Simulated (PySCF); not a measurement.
A structure optimised at PBE-D3(BJ)/def2-TZVP, used in a PySCF frequency run:

```xyz
5

C     -0.6411     0.2329     0.1008
O      0.6005    -0.3252    -0.0618
H     -1.4561    -0.4719    -0.0426
H     -0.7736     1.3015    -0.0746
H      1.2720     0.3746     0.0062
```
Charge 0, spin multiplicity 2.

Task: Write its SMILES and formula.

Result: [CH2]O, CH3O

Task: What are its rotational constants (standard atomic weights)?

Result: 189.82, 29.678, 25.875 GHz
